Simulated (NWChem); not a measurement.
Species: methane (CH$_{4}$); SMILES C

All runs: NWChem. Coordinates come from a PBE0/def2-SVP optimisation.

Isotropic polarisabilities at PBE0/aug-cc-pVDZ: 17.03 bohr³ (static) and 17.14 bohr³ at ω = 0.0428 Ha (1065 nm).

**Question.** Fit one effective oscillator, α(ω) = α(0)/(1 − ω²/ω₀²), predict α at ω = 0.1139 Ha (400 nm) and compare with a run.

**Answer.** 
1. 1 − α(0)/α(ω) = 0.0064 = (ω/ω₀)², so ω₀ = 0.534 Ha = 14.5 eV.
2. At the second frequency, (ω/ω₀)² = 0.045 and α = 17.8 bohr³.
3. The run gives 17.9 bohr³, a difference of 0.1 %.
